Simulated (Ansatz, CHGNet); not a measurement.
For rhombohedral A7 As, the machine-learned potential CHGNet-r²SCAN (trained on r²SCAN data) gives:

```
Property               Result
-------------------  --------
lattice parameter a   3.643 Å
c axis length        20.434 Å
```

Q: What does r²SCAN-D4 (plane waves, PAW; Ansatz, a first-principles code) give for the same quantities?

A: 
- lattice constant a: 3.749 Å (rises by 2.9 %)
- lattice parameter c: 10.865 Å (decreases by 47 %)

For comparison: lattice constant a 3.760 Å (measured, 4 K, not corrected to a static lattice; as tabulated in Schiferl, Barrett, J. Appl. Cryst. 2, 30 (1969), as in the American …); lattice parameter c 10.441 Å (measured, 4 K, no zero-point or thermal correction; as tabulated in Schiferl, Barrett, J. Appl. Cryst. 2, 30 (1969), as in the American …).

Changes are worked out from the printed values.

Unless a cell is named, each level is at its own relaxed cell (CHGNet-r²SCAN 39.14, r²SCAN-D4 22.04 Å³/atom).

Caveats: the cell moved over 20 % in volume from its start (CHGNet-r²SCAN). Ansatz's density-functional and Hartree–Fock values are scalar-relativistic unless marked +SOC, with PAW data made under PBE.
